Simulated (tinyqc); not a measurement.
Worked calculation: ROHF in the sto-3g basis, for CH3, spin multiplicity 2. One step of it, computed by the program tinyqc.

Problem. Iteration 2: Roothaan effective Fock matrix. With projectors Pc = D(beta) S, Po = (D(alpha) - D(beta)) S, Pv = 1 - D(alpha) S, the block xy is Px^T F Py; with Fc = (F(alpha) + F(beta))/2, the blocks are Fc for cc, oo, vv and cv, F(beta) for co and F(alpha) for ov.

F(alpha) (hartree):
```
             1C 1s      1C 2s     1C 2px     1C 2py     1C 2pz      2H 1s      3H 1s      4H 1s
1C 1s   -10.983371  -2.970579   0.000007   0.000000   0.003251  -0.629074  -0.629722  -0.629722
1C 2s    -2.970579  -1.518949   0.000126   0.000000  -0.005136  -0.655272  -0.655680  -0.655680
1C 2px    0.000007   0.000126  -0.220477   0.000000  -0.000023  -0.413647   0.206958   0.206958
1C 2py    0.000000   0.000000   0.000000  -0.220549   0.000000   0.000000  -0.358295   0.358295
1C 2pz    0.003251  -0.005136  -0.000023   0.000000  -0.330913   0.037882   0.037897   0.037897
2H 1s    -0.629074  -0.655272  -0.413647   0.000000   0.037882  -0.402330  -0.169184  -0.169184
3H 1s    -0.629722  -0.655680   0.206958  -0.358295   0.037897  -0.169184  -0.402675  -0.169396
4H 1s    -0.629722  -0.655680   0.206958   0.358295   0.037897  -0.169184  -0.169396  -0.402675
```

F(beta) (hartree):
```
             1C 1s      1C 2s     1C 2px     1C 2py     1C 2pz      2H 1s      3H 1s      4H 1s
1C 1s   -10.962882  -2.940285   0.000007   0.000000   0.003497  -0.621939  -0.622580  -0.622580
1C 2s    -2.940285  -1.380077   0.000126   0.000000   0.044663  -0.618044  -0.618423  -0.618423
1C 2px    0.000007   0.000126  -0.183956   0.000000  -0.000023  -0.404436   0.202347   0.202347
1C 2py    0.000000   0.000000   0.000000  -0.184027   0.000000   0.000000  -0.350314   0.350314
1C 2pz    0.003497   0.044663  -0.000023   0.000000   0.335242   0.026059   0.026086   0.026086
2H 1s    -0.621939  -0.618044  -0.404436   0.000000   0.026059  -0.386020  -0.159046  -0.159046
3H 1s    -0.622580  -0.618423   0.202347  -0.350314   0.026086  -0.159046  -0.386348  -0.159249
4H 1s    -0.622580  -0.618423   0.202347   0.350314   0.026086  -0.159046  -0.159249  -0.386348
```

D(alpha) after iteration 1:
```
            1C 1s      1C 2s     1C 2px     1C 2py     1C 2pz      2H 1s      3H 1s      4H 1s
1C 1s    1.039822  -0.141872  -0.000006   0.000000  -0.023344  -0.048406  -0.048407  -0.048407
1C 2s   -0.141872   0.557543   0.000063   0.000000   0.121873   0.131627   0.131533   0.131533
1C 2px  -0.000006   0.000063   0.272029   0.000000   0.000005   0.274553  -0.137267  -0.137267
1C 2py   0.000000   0.000000   0.000000   0.272065   0.000000   0.000000   0.237785  -0.237785
1C 2pz  -0.023344   0.121873   0.000005   0.000000   0.980687  -0.058525  -0.058497  -0.058497
2H 1s   -0.048406   0.131627   0.274553   0.000000  -0.058525   0.316333  -0.099311  -0.099311
3H 1s   -0.048407   0.131533  -0.137267   0.237785  -0.058497  -0.099311   0.316317  -0.099332
4H 1s   -0.048407   0.131533  -0.137267  -0.237785  -0.058497  -0.099311  -0.099332   0.316317
```

D(beta) after iteration 1:
```
            1C 1s      1C 2s     1C 2px     1C 2py     1C 2pz      2H 1s      3H 1s      4H 1s
1C 1s    1.039126  -0.138337  -0.000006   0.000000   0.002774  -0.049891  -0.049891  -0.049891
1C 2s   -0.138337   0.539583   0.000064   0.000000  -0.010828   0.139171   0.139072   0.139072
1C 2px  -0.000006   0.000064   0.272029   0.000000   0.000009   0.274553  -0.137267  -0.137267
1C 2py   0.000000   0.000000   0.000000   0.272065   0.000000   0.000000   0.237785  -0.237785
1C 2pz   0.002774  -0.010828   0.000009   0.000000   0.000217  -0.002783  -0.002796  -0.002796
2H 1s   -0.049891   0.139171   0.274553   0.000000  -0.002783   0.313164  -0.102477  -0.102477
3H 1s   -0.049891   0.139072  -0.137267   0.237785  -0.002796  -0.102477   0.313152  -0.102497
4H 1s   -0.049891   0.139072  -0.137267  -0.237785  -0.002796  -0.102477  -0.102497   0.313152
```

overlap S:
```
           1C 1s     1C 2s     1C 2px     1C 2py     1C 2pz      2H 1s      3H 1s      4H 1s
1C 1s   1.000000  0.248362   0.000000   0.000000   0.000000   0.051554   0.051607   0.051607
1C 2s   0.248362  1.000000   0.000000   0.000000   0.000000   0.445128   0.445373   0.445373
1C 2px  0.000000  0.000000   1.000000   0.000000   0.000000   0.437029  -0.218681  -0.218681
1C 2py  0.000000  0.000000   0.000000   1.000000   0.000000   0.000000   0.378572  -0.378572
1C 2pz  0.000000  0.000000   0.000000   0.000000   1.000000  -0.031804  -0.031829  -0.031829
2H 1s   0.051554  0.445128   0.437029   0.000000  -0.031804   1.000000   0.114829   0.114829
3H 1s   0.051607  0.445373  -0.218681   0.378572  -0.031829   0.114829   1.000000   0.114976
4H 1s   0.051607  0.445373  -0.218681  -0.378572  -0.031829   0.114829   0.114976   1.000000
```

Give: effective F.

Solution.

effective F (hartree):
```
           1C 1s    1C 2s   1C 2px   1C 2py  1C 2pz    2H 1s    3H 1s    4H 1s
1C 1s   -10.9731  -2.9554   0.0000   0.0000  0.0051  -0.6256  -0.6262  -0.6262
1C 2s    -2.9554  -1.4479   0.0001   0.0000  0.0350  -0.6370  -0.6374  -0.6374
1C 2px    0.0000   0.0001  -0.2022   0.0000  0.0000  -0.4090   0.2047   0.2047
1C 2py    0.0000   0.0000   0.0000  -0.2023  0.0000   0.0000  -0.3543   0.3543
1C 2pz    0.0051   0.0350   0.0000   0.0000  0.0003   0.0384   0.0385   0.0385
2H 1s    -0.6256  -0.6370  -0.4090   0.0000  0.0384  -0.3947  -0.1647  -0.1647
3H 1s    -0.6262  -0.6374   0.2047  -0.3543  0.0385  -0.1647  -0.3951  -0.1649
4H 1s    -0.6262  -0.6374   0.2047   0.3543  0.0385  -0.1647  -0.1649  -0.3951
```
